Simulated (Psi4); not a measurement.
# A workflow on BH2F (SMILES BF)

Aim: a structure relaxation (singlet BH2F, PBE0/def2-TZVPD), then a single-point energy (doublet BH2F+, UPBE0/def2-TZVPD), then a geometry optimisation (doublet BH2F+, UPBE0/def2-TZVPD), then the energy (doublet BH2F−, UPBE0/def2-TZVPD), then a geometry optimisation (doublet BH2F−, UPBE0/def2-TZVPD), then a structure relaxation (doublet BH2F−, UPBE0/def2-TZVPD) of BFH2. 

The results are computed with Psi4 1.11.

### 1 The structure to begin with

BH2F: 4 atoms, total charge 0, spin state singlet. SMILES: `BF`. The coordinates come from a PBE0-D4/def2-TZVP relaxation. The run starts from this shape.

Bond lengths: B1–F2 1.317 Å, B1–H3 1.197 Å, B1–H4 1.198 Å. Angles: F2–B1–H3 117.8°, F2–B1–H4 117.8°, H3–B1–H4 124.4°.

### 2 A structure relaxation at PBE0/def2-TZVPD (density fitting) (run 1)

Contents of bfh2.in:

```
memory 1600 mb

molecule {
  0 1
  B
  F 1 r2
  H 1 r3 2 a3
  H 1 r4 3 a4 2 d4

  r2 = 1.31676
  r3 = 1.19744
  a3 = 117.81998
  r4 = 1.197502
  a4 = 124.37076
  d4 = 179.9978
  symmetry c1
}


e_tot, wfn = optimize('pbe0/def2-TZVPD', return_wfn=True)
```

On the command line:

```sh
$ psi4 -n 1 bfh2.in bfh2.out
```

bfh2.out:

```text
[...]
  Running in c1 symmetry.
[...]
  Nuclear repulsion =   27.175763590722536
[...]
  Multiplicity = 1
[...]
  Nalpha       = 8
  Nbeta        = 8
[...]
    Number of basis functions: 95
[...]
   @DF-RKS iter   1:  -125.79485169122393   -5.27817e-01   3.65694e-03 DIIS/ADIIS
[...]
   @DF-RKS iter   6:  -125.84114630969580   -1.70530e-12   3.02093e-09 DIIS
[...]
  @DF-RKS Final Energy:  -125.84114630969580
   => Energetics <=
    Nuclear Repulsion Energy =             27.1702933500007333
    One-Electron Energy =                -227.2738885775974609
    Two-Electron Energy =                  85.7344444770710510
    DFT Exchange-Correlation Energy =     -11.4719955591701321
    Empirical Dispersion Energy =           0.0000000000000000
    VV10 Nonlocal Energy =                  0.0000000000000000
    Total Energy =                       -125.8411463096958016
[...]
 Multipole Moments:
 ------------------------------------------------------------------------------------
     Multipole            Electronic (a.u.)      Nuclear  (a.u.)        Total (a.u.)
 ------------------------------------------------------------------------------------
 L = 1.  Multiply by 2.5417464519 to convert [e a0] to [Debye]
 Dipole X            :         -0.0011355            0.0008794           -0.0002561
 Dipole Y            :          0.0000316           -0.0000204            0.0000113
 Dipole Z            :          1.9775620           -2.2733263           -0.2957643
 Magnitude           :                                                    0.2957644
[...]
  -Total Gradient:
     Atom            X                  Y                   Z
    ------   -----------------  -----------------  -----------------
       1       -0.000079810570     0.000004917476     0.000192259515
       2        0.000023681804    -0.000001542953    -0.000146059191
       3        0.000028020383    -0.000001876778    -0.000036059853
       4        0.000028026458    -0.000001497340    -0.000035920072
[...]
    Final optimized geometry and variables:
    Molecular point group: c1
    Full point group: C1
    Geometry (in Angstrom), charge = 0, multiplicity = 1:
    B
    F             1          r2
    H             1          r3      2          a3
    H             1          r4      3          a4      2          d4
    a3        =  117.8067098725
    a4        =  124.3881675147
    d4        = -179.9456487310
    r2        =    1.3171561681
    r3        =    1.1973793464
    r4        =    1.1973866243
[...]
```

On the terminal:

```text
Optimizer: Optimization complete!
```

It took 7.2 s on 1 thread of Intel Xeon 6975P-C (Granite Rapids), shared host; peak memory 0.48 GiB.

### 3 The doublet cation: the energy at UPBE0/def2-TZVPD (density fitting) (run 2)

Contents of job.inp:

```
memory 1600 mb

molecule {
  1 2
  B     -0.027494    -0.003962    -0.030952
  F      1.061333    -0.296750     0.649953
  H     -1.012506    -0.649178     0.186226
  H      0.033820     0.890199    -0.824962
  symmetry c1
}

set reference uks

energy("pbe0/def2-TZVPD")
print_variables()
```

On the command line:

```sh
$ psi4 -i job.inp -o job.out -n 1
```

job.out:

```text
[...]
  Running in c1 symmetry.
[...]
  Nuclear repulsion =   27.170289252268532
[...]
  Multiplicity = 2
[...]
  Nalpha       = 8
  Nbeta        = 7
[...]
    Number of basis functions: 95
[...]
   @DF-UKS iter   1:  -125.37645184305151   -1.09741e-01   1.64900e-03 DIIS/ADIIS
[...]
   @DF-UKS iter   8:  -125.38519773597332   -2.73468e-08   6.37968e-07 DIIS
[...]
   @S^2 Observed:                7.574939767E-01
[...]
    Orbital Energies [Eh]
    ---------------------
    Alpha Occupied:
       1A    -25.162732     2A     -7.219443     3A     -1.610055
       4A     -0.936370     5A     -0.869749     6A     -0.834208
       7A     -0.819872     8A     -0.729111
    Alpha Virtual:
       9A     -0.353969    10A     -0.187819    11A     -0.165624
      12A     -0.132402    13A     -0.122838    14A     -0.075787
      15A     -0.073405    16A     -0.073044    17A     -0.055713
      18A     -0.034546    19A     -0.009918    20A      0.012318
      21A      0.025171    22A      0.027234    23A      0.048596
      24A      0.062830    25A      0.069626    26A      0.091393
[...]
  @DF-UKS Final Energy:  -125.38519773597332
   => Energetics <=
    Nuclear Repulsion Energy =             27.1702892522685318
    One-Electron Energy =                -221.6837031108274800
    Two-Electron Energy =                  80.3095025140836327
    DFT Exchange-Correlation Energy =     -11.1812863914980021
    Empirical Dispersion Energy =           0.0000000000000000
    VV10 Nonlocal Energy =                  0.0000000000000000
    Total Energy =                       -125.3851977359733212
[...]
 Multipole Moments:
 ------------------------------------------------------------------------------------
     Multipole            Electronic (a.u.)      Nuclear  (a.u.)        Total (a.u.)
 ------------------------------------------------------------------------------------
 L = 1.  Multiply by 2.5417464519 to convert [e a0] to [Debye]
 Dipole X            :          0.4929362           -1.8794730           -1.3865368
 Dipole Y            :         -0.1330242            0.5059204            0.3728962
 Dipole Z            :          0.3075461           -1.1745821           -0.8670360
 Magnitude           :                                                    1.6772857
[...]
```

Run time: 4.8 s. Hardware: 1 thread of Intel Xeon 6975P-C (Granite Rapids), shared host; peak memory 0.43 GiB.

### 4 The doublet cation: a structure relaxation at UPBE0/def2-TZVPD (density fitting) (run 3)

Contents of bfh2.in:

```
memory 1600 MB

molecule mol {
  1 2
  B     -0.05195613    -0.00748709    -0.05849080
  F      2.00562870    -0.56077623     1.22823316
  H     -1.91335904    -1.22676863     0.35191614
  H      0.06391054     1.68223231    -1.55895224
  units bohr
  symmetry c1
}

set globals {
  basis        def2-TZVPD
  reference    uks
  geom_maxiter 50
}

e_tot = opt("pbe0")
```

On the command line:

```sh
$ psi4 bfh2.in bfh2.out -n 1
```

bfh2.out:

```text
[...]
  Running in c1 symmetry.
[...]
  Nuclear repulsion =   27.170289255805063
[...]
  Multiplicity = 2
[...]
  Nalpha       = 8
  Nbeta        = 7
[...]
    Number of basis functions: 95
[...]
   @DF-UKS iter   1:  -125.37645184144327   -1.09741e-01   1.64900e-03 ADIIS/DIIS
[...]
   @DF-UKS iter   7:  -125.40599487589729   -1.24487e-11   4.96537e-09 DIIS
[...]
   @S^2 Observed:                7.560809289E-01
[...]
  @DF-UKS Final Energy:  -125.40599487589729
   => Energetics <=
    Nuclear Repulsion Energy =             27.7673115603002039
    One-Electron Energy =                -222.9192905640142612
    Two-Electron Energy =                  80.9437504883282770
    DFT Exchange-Correlation Energy =     -11.1977663605115207
    Empirical Dispersion Energy =           0.0000000000000000
    VV10 Nonlocal Energy =                  0.0000000000000000
    Total Energy =                       -125.4059948758972922
[...]
 Multipole Moments:
 ------------------------------------------------------------------------------------
     Multipole            Electronic (a.u.)      Nuclear  (a.u.)        Total (a.u.)
 ------------------------------------------------------------------------------------
 L = 1.  Multiply by 2.5417464519 to convert [e a0] to [Debye]
 Dipole X            :          0.8011811           -2.3670763           -1.5658953
 Dipole Y            :         -0.2157759            0.6374563            0.4216804
 Dipole Z            :          0.5005354           -1.4788870           -0.9783516
 Magnitude           :                                                    1.8939415
[...]
  -Total Gradient:
     Atom            X                  Y                   Z
    ------   -----------------  -----------------  -----------------
       1        0.000009974259    -0.000004123585     0.000004833018
       2       -0.000017293204     0.000005227290    -0.000010169628
       3       -0.000010442381     0.000001353098    -0.000004415176
       4       -0.000008364594     0.000004575559    -0.000006574562
[...]
    Final optimized geometry and variables:
    Molecular point group: c1
    Full point group: C1
    Geometry (in Bohr), charge = 1, multiplicity = 2:
    B           -1.055870982216     0.284326142134    -0.659697381546
    F            0.875237528888    -0.235689759941     0.546835588753
    H           -3.325112120848    -0.571261650569    -0.736571519061
    H           -1.639747068959     1.908295080991    -2.365348913813
    Psi4 run time: 0:00:40.75
[...]
```

The script printed:

```text
Optimizer: Optimization complete!
```

It took 42 s on 1 thread of Intel Xeon 6975P-C (Granite Rapids), shared host; peak memory 0.47 GiB.

Steps, from the record of the run:

```tsv
step	energy from the first frame kept (eV)	largest force (eV/Å)
0	0.0000	5.8344
1	-0.3205	2.6614
2	-0.4670	1.2420
3	-0.5349	0.4211
4	-0.5626	0.3054
5	-0.5605	0.2715
6	-0.5573	0.8962
7	-0.5656	0.0780
8	-0.5659	0.0011
```

After the run. Bond lengths: B1–F2 1.236 Å, B1–H3 1.284 Å, B1–H4 1.284 Å. Angles: F2–B1–H3 135.3°, F2–B1–H4 135.3°, H3–B1–H4 89.4°.

### 5 The doublet anion: the energy at UPBE0/def2-TZVPD (density fitting) (run 4)

Contents of bfh2.dat:

```
memory 1600 MB

molecule molecule1 {
  -1 2
  B     -0.027494    -0.003962    -0.030952
  F      1.061333    -0.296750     0.649953
  H     -1.012506    -0.649178     0.186226
  H      0.033820     0.890199    -0.824962
  symmetry c1
}

set {
  basis     def2-TZVPD
  reference uks
}

energy("pbe0")
```

On the command line:

```sh
$ psi4 -i bfh2.dat -o bfh2.out -n 1
```

bfh2.out:

```text
[...]
  Running in c1 symmetry.
[...]
  Nuclear repulsion =   27.170289252268532
[...]
  Multiplicity = 2
[...]
  Nalpha       = 9
  Nbeta        = 8
[...]
    Number of basis functions: 95
[...]
   @DF-UKS iter   1:  -125.62052882088173   -3.53818e-01   5.91060e-03 DIIS/ADIIS
[...]
   @DF-UKS iter   9:  -125.81060644219500   -8.82672e-08   3.38404e-07 DIIS
[...]
   @S^2 Observed:                7.534510971E-01
[...]
    Orbital Energies [Eh]
    ---------------------
    Alpha Occupied:
       1A    -24.526370     2A     -6.545489     3A     -1.002025
       4A     -0.336650     5A     -0.248979     6A     -0.242060
       7A     -0.207070     8A     -0.084710     9A      0.106346
    Alpha Virtual:
      10A      0.147239    11A      0.200615    12A      0.234669
      13A      0.252165    14A      0.264465    15A      0.266859
      16A      0.272573    17A      0.284244    18A      0.302330
      19A      0.318551    20A      0.345642    21A      0.356271
      22A      0.402391    23A      0.417242    24A      0.443078
      25A      0.452153    26A      0.470463    27A      0.497537
[...]
  @DF-UKS Final Energy:  -125.81060644219500
   => Energetics <=
    Nuclear Repulsion Energy =             27.1702892522685318
    One-Electron Energy =                -231.4477368807167181
    Two-Electron Energy =                  90.1066167811525816
    DFT Exchange-Correlation Energy =     -11.6397755948993833
    Empirical Dispersion Energy =           0.0000000000000000
    VV10 Nonlocal Energy =                  0.0000000000000000
    Total Energy =                       -125.8106064421949952
[...]
 Multipole Moments:
 ------------------------------------------------------------------------------------
     Multipole            Electronic (a.u.)      Nuclear  (a.u.)        Total (a.u.)
 ------------------------------------------------------------------------------------
 L = 1.  Multiply by 2.5417464519 to convert [e a0] to [Debye]
 Dipole X            :          3.1792439           -1.8794730            1.2997709
 Dipole Y            :         -0.8341506            0.5059204           -0.3282302
 Dipole Z            :          2.0198274           -1.1745821            0.8452453
 Magnitude           :                                                    1.5847962
[...]
```

Wall time 4.8 s (1 thread of Intel Xeon 6975P-C (Granite Rapids), shared host); peak memory 0.43 GiB.

### 6 The doublet anion: a geometry optimisation at UPBE0/def2-TZVPD (density fitting) (run 5)

Contents of job.py:

```python
import psi4

psi4.set_memory('1600 MB')
psi4.set_num_threads(1)
psi4.set_output_file('psi4.out', False)

mol = psi4.geometry("""
-1 2
B     -0.05195613    -0.00748709    -0.05849080
F      2.00562870    -0.56077623     1.22823316
H     -1.91335904    -1.22676863     0.35191614
H      0.06391054     1.68223231    -1.55895224
units bohr
symmetry c1
""")

options = {'basis': 'def2-TZVPD', 'reference': 'uks', 'geom_maxiter': 50}
psi4.set_options(options)

e, wfn = psi4.optimize("pbe0", molecule=mol, return_wfn=True)
print('E =', round(e, 9))
print(mol.to_string(dtype='xyz', units='Angstrom'))
```

On the command line:

```sh
$ python job.py
```

psi4.out:

```text
Psi4 1.11 release

gradient() will perform analytic gradient computation.

   => Loading Basis Set <=

    Name: DEF2-TZVPD
    Role: ORBITAL
    Keyword: BASIS

         ---------------------------------------------------------
                                   SCF
                              UKS Reference
                        1 Threads,   1525 MiB Core
         ---------------------------------------------------------

  ==> Geometry <==

    Molecular point group: c1
    Full point group: C1

    Geometry (in Bohr), charge = -1, multiplicity = 2:

[... 143 lines left out ...]
                           Total Energy        Delta E     RMS |[F,P]|
[... 4 lines left out ...]
   @DF-UKS iter   3:  -125.80498770147159   -3.07439e-01   1.22601e-03 ADIIS/DIIS
[... 3 lines left out ...]
   @DF-UKS iter   7:  -125.81060462112757   -1.56321e-05   1.22178e-05 DIIS
[... 4 lines left out ...]
   @DF-UKS iter  92:  -125.81060559455457    6.35657e-08   9.68468e-06 DIIS
[... 3 lines left out ...]
   @DF-UKS iter  96:  -125.81060511462920   -6.53878e-07   8.15009e-06 DIIS
[... 3 lines left out ...]
   @DF-UKS iter 100:  -125.81060427279358    1.60420e-06   6.82265e-06 DIIS
[... 1 line left out ...]
PsiException: Could not converge SCF iterations in 100 iterations.

  Failed to converge.
```

The script printed:

```text
psi4.driver.p4util.exceptions.SCFConvergenceError: Could not converge SCF iterations in 100 iterations.
```

Wall time 31 s (1 thread of Intel Xeon 6975P-C (Granite Rapids), shared host); peak memory 0.44 GiB.

The iterations ended before the threshold was met.

### 7 The doublet anion: a structure relaxation at UPBE0/def2-TZVPD (density fitting) (run 6)

job.py, as its differences from that of step 6:

```diff
@@ -16,3 +16,3 @@
 
-options = {'basis': 'def2-TZVPD', 'reference': 'uks', 'geom_maxiter': 50}
+options = {'basis': 'def2-TZVPD', 'reference': 'uks', 'geom_maxiter': 50, 'level_shift': 0.3, 'level_shift_cutoff': 1e-09, 'd_convergence': 1e-06, 'maxiter': 150}
 psi4.set_options(options)
```

On the command line:

```sh
$ python job.py
```

psi4.out:

```text
[...]
  Running in c1 symmetry.
[...]
  Nuclear repulsion =   27.170289255805063
[...]
  Multiplicity = 2
[...]
  Nalpha       = 9
  Nbeta        = 8
[...]
    Number of basis functions: 95
[...]
   @DF-UKS iter   1:  -125.62052882051971   -3.53818e-01   5.91060e-03 ADIIS/DIIS/SHIFT
[...]
   @DF-UKS iter   4:  -125.81890409599524   -4.37400e-09   3.50260e-07 DIIS/SHIFT
[...]
   @S^2 Observed:                7.526923692E-01
[...]
  @DF-UKS Final Energy:  -125.81890409599524
   => Energetics <=
    Nuclear Repulsion Energy =             25.7686118931107160
    One-Electron Energy =                -228.8099899672109245
    Two-Electron Energy =                  88.8277554575964672
    DFT Exchange-Correlation Energy =     -11.6052814794914934
    Empirical Dispersion Energy =           0.0000000000000000
    VV10 Nonlocal Energy =                  0.0000000000000000
    Total Energy =                       -125.8189040959952365
[...]
 Multipole Moments:
 ------------------------------------------------------------------------------------
     Multipole            Electronic (a.u.)      Nuclear  (a.u.)        Total (a.u.)
 ------------------------------------------------------------------------------------
 L = 1.  Multiply by 2.5417464519 to convert [e a0] to [Debye]
 Dipole X            :          2.7850819           -2.0118385            0.7732434
 Dipole Y            :         -0.3708592            0.7004027            0.3295436
 Dipole Z            :          2.3172912           -1.0154967            1.3017945
 Magnitude           :                                                    1.5495719
[...]
  -Total Gradient:
     Atom            X                  Y                   Z
    ------   -----------------  -----------------  -----------------
       1       -0.000030517720     0.000018550481    -0.000001530491
       2       -0.000003012113     0.000006856129     0.000007062575
       3        0.000018044645     0.000007634286    -0.000011944781
       4       -0.000001770276    -0.000020903395     0.000007036558
[...]
    Final optimized geometry and variables:
    Molecular point group: c1
    Full point group: C1
    Geometry (in Bohr), charge = -1, multiplicity = 2:
    B           -1.149021102148     0.130623846589    -0.990092286200
    F            0.895191783411    -0.149650949874     0.698477822502
    H           -3.141656384381    -0.744620990968    -0.228652383345
    H           -1.181802639979     2.138763049428    -2.122683297931
[...]
```

On the terminal:

```text
Optimizer: Optimization complete!
E = -125.818904096
4
-1 2 BFH2
B                    -0.608035781836     0.069123162785    -0.523934274317
F                     0.473715090960    -0.079191872229     0.369618545826
H                    -1.662492962370    -0.394036459007    -0.120997630432
H                    -0.625383024587     1.131784664781    -1.123275626735
```

Run time: 1.7 min. Hardware: 1 thread of Intel Xeon 6975P-C (Granite Rapids), shared host; peak memory 0.48 GiB.

Step by step:

```tsv
step	energy from the first frame kept (eV)	largest force (eV/Å)
0	0.0000	3.3253
1	-0.1243	1.2112
2	-0.1442	0.4167
3	-0.1702	0.4315
4	0.6100	3.5762
5	0.3363	3.2727
6	-0.1468	0.5663
7	-0.1619	1.0180
8	-0.2129	0.5828
9	-0.2202	0.3558
10	-0.2203	0.2419
11	-0.2244	0.1488
12	-0.2255	0.0837
13	-0.2258	0.0228
14	-0.2258	0.0018
```

After the run. Bond lengths: B1–F2 1.411 Å, B1–H3 1.220 Å, B1–H4 1.220 Å. Angles: F2–B1–H3 114.4°, F2–B1–H4 114.4°, H3–B1–H4 118.7°.

### 8 Results

| quantity | value |
| --- | --- |
| run 1, PBE0/def2-TZVPD: total energy at the end | -125.84115 Eh |
| run 1, PBE0/def2-TZVPD: dipole moment | 0.75 D |
| run 1, PBE0/def2-TZVPD: HOMO energy | -9.35 eV |
| run 1, PBE0/def2-TZVPD: LUMO energy | -1.22 eV |
| run 1, PBE0/def2-TZVPD: HOMO–LUMO gap | 8.13 eV |
| doublet cation, run 2: total energy | -125.38520 Eh |
| doublet cation, run 2: HOMO energy (highest over α and β) | -19.84 eV |
| doublet cation, run 2: LUMO energy (lowest over α and β) | -15.48 eV |
| doublet cation, run 2: ⟨S²⟩ | 0.757 |
| doublet cation, run 3: total energy at the end | -125.40599 Eh |
| doublet cation, run 3: HOMO energy (highest over α and β) | -18.31 eV |
| doublet cation, run 3: LUMO energy (lowest over α and β) | -13.80 eV |
| doublet cation, run 3: ⟨S²⟩ | 0.756 |
| doublet anion, run 4: total energy | -125.81061 Eh |
| doublet anion, run 4: HOMO energy (highest over α and β) | 2.89 eV |
| doublet anion, run 4: LUMO energy (lowest over α and β) | 4.01 eV |
| doublet anion, run 4: ⟨S²⟩ | 0.753 |
| doublet anion, run 6: total energy at the end | -125.81890 Eh |
| doublet anion, run 6: HOMO energy (highest over α and β) | 2.16 eV |
| doublet anion, run 6: ⟨S²⟩ | 0.753 |
| doublet anion, run 5 | no result (not converged) |
| adiabatic electron affinity (to the doublet anion, no zero-point term) | -0.605 eV |
| adiabatic ionisation energy (to the doublet cation, no zero-point term) | 11.841 eV |

**Reading.** The adiabatic electron affinity (to the doublet anion, no zero-point term) is −0.61 eV (−14.0 kcal/mol). A negative value puts this state of the anion above the relaxed parent: the electron is not bound at this level, and such a value depends on the basis. The adiabatic ionisation energy (to the doublet cation, no zero-point term) is 11.84 eV (1142 kJ/mol). The optimisation (run 1, PBE0/def2-TZVPD) took 2 steps and changed the energy by -0.000 eV. The optimisation (doublet cation, run 3) took 9 steps and changed the energy by -0.566 eV. The HOMO (doublet anion, run 4) lies at positive energy, 2.89 eV; only total energies tell whether the electron is bound. 1 of the 6 runs did not end normally.
